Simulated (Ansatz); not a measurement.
**BH2OS−: one structure at several levels**

One table from this session's results is given with a row withheld; the runs are named, their logs left out.

Program: Ansatz 0.2.0, Gaussian basis. Level of theory: single points in def2-TZVPPD. These are calculated values, not measurements.

Correlated methods freeze the cores.

## The starting structure

SMILES `[O-]BS`, 5 atoms, charge -1, spin multiplicity 1.

Atoms are counted from 1 here; the program's logs count them from 0.

Bond lengths: O1–B2 1.246 Å, B2–S3 1.994 Å, B2–H4 1.179 Å, S3–H5 1.369 Å. Angles: O1–B2–S3 118.1°, O1–B2–H4 133.8°, S3–B2–H4 107.9°, B2–S3–H5 96.2°.

Coordinates:

```tsv
atom	x (Å)	y (Å)	z (Å)
O1	-0.5297	-0.1336	1.3686
B2	-0.5716	-0.3610	0.1441
S3	0.8457	0.4368	-1.0094
H4	-1.3407	-0.9139	-0.5577
H5	1.5669	0.9988	0.0094
```

The first run:

Input file run/in.yaml:

```yaml
crystal:
  periodic: [false, false, false]
  atoms:
    - {symbol: O, position_ang: [-0.529700, -0.133600, 1.368600]}
    - {symbol: B, position_ang: [-0.571600, -0.361000, 0.144100]}
    - {symbol: S, position_ang: [0.845700, 0.436800, -1.009400]}
    - {symbol: H, position_ang: [-1.340700, -0.913900, -0.557700]}
    - {symbol: H, position_ang: [1.566900, 0.998800, 0.009400]}
basis:
  gaussian: {orbitals: "def2-TZVPPD.json"}
total_charge: -1
correlation: {method: ccsd_t}
output: {forces: true}
```

The basis file named in the input lies beside it (Basis Set Exchange, JSON).

No record of the launch command was kept for these runs.

Among the steps run: CCSD(T)/def2-TZVPPD; PBE0-D4/def2-TZVPPD; wB97M-V/def2-TZVPPD; r2SCAN-D4/def2-TZVPPD; PBE-D4/def2-TZVPPD; B97M-V/def2-TZVPPD; LC-wPBE/def2-TZVPPD.

One of the session's tables, all rows but one given; the rest of the session is left out.

| method | RMS force component (eV/Å) | angle to CCSD(T) forces (°) |
| --- | --- | --- |
| CCSD(T) | 0.786 | reference |
| PBE0-D4 | 0.631 | 17.5 |
| wB97M-V | 0.618 | 12.9 |
| r2SCAN-D4 | 0.669 | 9.9 |
| PBE-D4 | 0.801 | 9.6 |
| B97M-V | ? | ? |
| LC-wPBE | 0.661 | 20.2 |

Estimate the missing values for B97M-V.

**Answer.** RMS force component (eV/Å): 0.612; angle to CCSD(T) forces (°): 21.0. In the column «RMS force component (eV/Å)» it is the lowest.
